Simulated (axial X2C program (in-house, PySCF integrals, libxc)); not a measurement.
## Correcting the dissociation energy of SO⁺ for spin–orbit coupling

A spin-free PBE0 curve (one-electron X2C) was computed with an in-house relativistic program for diatomic molecules, basis S dyall-av3z [9s8p3d2f], O dyall-av3z [7s6p3d2f] (cores contracted in-house), for the state M_S = 1/2, Λ = 1 (beyond evenly filled blocks: π+α). It gives D0 = 5.037 eV to S+ + O, which in a spin-free picture are the weighted means of the ground terms.

Measured levels of the ground terms (NIST Handbook of Basic Atomic Spectroscopic Data), in cm⁻¹: S+ 4S: J = 3/2 at 0; O 3P: J = 2 at 0, J = 1 at 158.3, J = 0 at 227.

The two components of the molecular doublet are 383 cm⁻¹ apart in the PBE0 2c search (Ω = 1/2 lower), so the lower one lies 192 cm⁻¹ under their mean.

Problem. How far does each ground level lie under the (2J+1)-weighted mean of its term?

Solution. S+: a single level, 0; O: (5 × 0 + 3 × 158.3 + 1 × 227)/9 = 78 cm⁻¹.

Problem. Correct D0.

Solution. D0 = 5.037 + (192 − 78)/8065.5 = 5.051 eV at PBE0 with these spin–orbit terms.

Second-order spin–orbit effects in the molecule, which grow quickly with Z, are left out. Occupations by symmetry block were frozen at the best pattern of an incomplete PBE0 search. Dissociation energies refer to the lowest single-determinant-based atoms at the same level and basis. Without a current term, density functionals place determinants with orbital angular momentum somewhat too high.
